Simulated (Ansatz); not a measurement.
# CH3S (doublet): the correlation ladder, cc-pVDZ

Aim: climb from Hartree-Fock through coupled cluster and multireference methods for CH3S (doublet) at one geometry and basis, and see what each rung misses.

Program: Ansatz 0.2.0, Gaussian basis. Level of theory: cc-pVDZ, core rule «outside noble gas», up to 6 orbitals frozen. These are calculated values, not measurements.

The runs, in order: UHF; CCSD(T) on ROHF; CCSD(T) on UHF; BCCD(T) on ROHF; CISD; CCSDT(Q) on ROHF; CCSDT(Q) on UHF; CASSCF and NEVPT2, 13 electrons in 11 orbitals.

19 further runs of the same task are left out: 8 that didn't finish, 11 set aside as unsound or not needed.

### 1 What is computed

The geometry is a PBE0/def2-TZVP stationary point (not a proven minimum).

5 atoms, charge 0, spin multiplicity 2.

Atoms are counted from 1 here; the program's logs count them from 0.

Bond lengths: C1–S2 1.782 Å, C1–H3 1.096 Å, C1–H4 1.091 Å, C1–H5 1.091 Å. Angles: S2–C1–H3 106.4°, S2–C1–H4 111.9°, S2–C1–H5 111.9°, H3–C1–H4 107.7°, H3–C1–H5 107.7°, H4–C1–H5 110.9°.

### 2 UHF

in.yaml reads:

```yaml
crystal:
  periodic: [false, false, false]
  atoms:
    - {symbol: C, position_ang: [-0.007272, -0.000001, 1.189056]}
    - {symbol: S, position_ang: [-0.000232, 0.000000, -0.592809]}
    - {symbol: H, position_ang: [1.043518, 0.000004, 1.502027]}
    - {symbol: H, position_ang: [-0.474742, 0.898302, 1.593877]}
    - {symbol: H, position_ang: [-0.474733, -0.898309, 1.593876]}
basis:
  gaussian: {orbitals: cc-pVDZ}
magnetization: {spin_polarized: true, initial_magnetization: 1}
hamiltonian: {xc: hf}
output: {orbitals: {seedname: orbitals}}
```

On the command line:

```sh
ansatz run in.yaml --threads 1 --pin off --events-out ev --progress --plain --max-ram 2393MiB
```

The runs that follow: CCSD(T) on ROHF; CCSD(T) on UHF; BCCD(T) on ROHF; CISD; CCSDT(Q) on ROHF; CCSDT(Q) on UHF; CASSCF and NEVPT2, 13 electrons in 11 orbitals.

Q: Predict the results of all the runs planned. Wanted: UCCSDT(Q) below the RHF energy; RMP2 from UCCSDT(Q); UMP2 from UCCSDT(Q); RCCSD from UCCSDT(Q); RCCSD(T) from UCCSDT(Q); UCCSD(T) from UCCSDT(Q); RCCSDT(Q) from UCCSDT(Q); NEVPT2 valence from UCCSDT(Q); T1 diagnostic.

As calculated:

| quantity | value |
| --- | --- |
| UCCSDT(Q) below the RHF energy | -8.1908 eV |
| RMP2 from UCCSDT(Q) | +1129.0 meV |
| UMP2 from UCCSDT(Q) | +1146.5 meV |
| RCCSD from UCCSDT(Q) | +227.8 meV |
| RCCSD(T) from UCCSDT(Q) | +31.3 meV |
| UCCSD(T) from UCCSDT(Q) | +31.1 meV |
| RCCSDT(Q) from UCCSDT(Q) | +0.4 meV |
| NEVPT2 valence from UCCSDT(Q) | +1373.5 meV |
| levels within 1 kcal/mol (43 meV) | RCCSD(T), UCCSD(T), BCCD(T), RCCSDT, UCCSDT, RCCSDT(Q) |
| T1 diagnostic | 0.013 |
| effectively unpaired electrons | 1.02 |

In words: RCCSD(T) lands +31.3 meV from the yardstick (0.4 % of the correlation energy). One determinant dominates. These misses are within one basis, not against nature; the frozen cores of restricted and unrestricted runs differ, which can shift their rows.
